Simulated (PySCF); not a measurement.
C4H7S (charge -1).
Numbering: `[CH2:1]=[CH:2][C@H:3]([CH3:4])[S-:5]` (hydrogens: H6, H7 on C1; H8 on C2; H9 on C3; H10, H11, H12 on C4)

The same species was optimised twice, with GFN2-xTB and with PBE0-D3(BJ)/def2-SVP (PySCF), and the same property calculations (PySCF, gas phase) were run on both structures.

```csv
coordinate,GFN2-xTB,PBE0-D3(BJ)/def2-SVP,change
C1–H7 (Å),1.079,1.096,+0.017
C1–H6 (Å),1.081,1.096,+0.015
C2–H8 (Å),1.084,1.099,+0.015
C4–H12 (Å),1.095,1.110,+0.015
C4–H10 (Å),1.089,1.103,+0.014
C1=C2 (Å),1.330,1.344,+0.014
C2–C3 (Å),1.480,1.492,+0.012
C4–H11 (Å),1.089,1.102,+0.013
C3–H9 (Å),1.100,1.109,+0.009
C3–C4 (Å),1.526,1.527,+0.001
C3–S5 (Å),1.822,1.822,0.000
C2–C3–S5 (°),102.8,106.7,+3.9
C2–C3–H9 (°),111.0,108.1,-2.9
S5–C3–H9 (°),108.7,111.2,+2.5
C4–C3–H9 (°),109.8,107.9,-1.9
C3–C4–H12 (°),111.1,113.0,+1.9
C2–C3–C4 (°),113.1,111.3,-1.8
C1–C2–C3 (°),125.7,127.2,+1.5
H10–C4–H11 (°),108.1,106.8,-1.3
C1–C2–C3–C4 (°),-133,-120,+13
```

Rotational constants: A = 5274, B = 3130, C = 2152 MHz (GFN2-xTB) against A = 5580, B = 2875, C = 2070 MHz (PBE0-D3(BJ)/def2-SVP). Point groups within 0.08 Å: C1 and C1.

On the GFN2-xTB structure: HOMO (eV) 0.29 [PBE0/pcSseg-1]; LUMO (eV) 5.02 [PBE0/pcSseg-1]; GIAO shielding of C1 (ppm) 97.6 [PBE0/pcSseg-1]; GIAO shielding of C2 (ppm) 28.9 [PBE0/pcSseg-1]; GIAO shielding of C3 (ppm) 139.1 [PBE0/pcSseg-1]; GIAO shielding of C4 (ppm) 153.9 [PBE0/pcSseg-1]; GIAO shielding of S5 (ppm) 452.8 [PBE0/pcSseg-1].

What do these properties become on the PBE0-D3(BJ)/def2-SVP structure?

```tsv
property	level	on GFN2-xTB	on PBE0-D3(BJ)/def2-SVP	change
HOMO (eV)	PBE0/pcSseg-1	0.29	0.20	-0.09
LUMO (eV)	PBE0/pcSseg-1	5.02	4.82	-0.20
energy, GFN2-xTB geometry as zero (kcal/mol)	PBE0/pcSseg-1	0.0	-1.4	-1.4
GIAO shielding of C1 (ppm)	PBE0/pcSseg-1	97.6	92.5	-5.1
GIAO shielding of C2 (ppm)	PBE0/pcSseg-1	28.9	19.8	-9.1
GIAO shielding of C3 (ppm)	PBE0/pcSseg-1	139.1	135.8	-3.3
GIAO shielding of C4 (ppm)	PBE0/pcSseg-1	153.9	149.6	-4.3
GIAO shielding of S5 (ppm)	PBE0/pcSseg-1	452.8	493.4	+40.6
```

The heavy atoms differ by 0.093 Å rms after alignment. Among all bonds C1–H7 changes most (+0.017 Å). Changes are differences of the printed values. Neither structure is proved a minimum here. One conformer (not necessarily the lowest) at the PBE0-D3(BJ)/def2-SVP geometry, without solvent, vibrations or thermal averaging. The geometry's basis has no diffuse functions, a weakness for an anion.

The values belong to the conformer `[CH2:1]=[CH:2][C@H:3]([CH3:4])[S-:5]`: C1–C2–C3–C4 -120°.
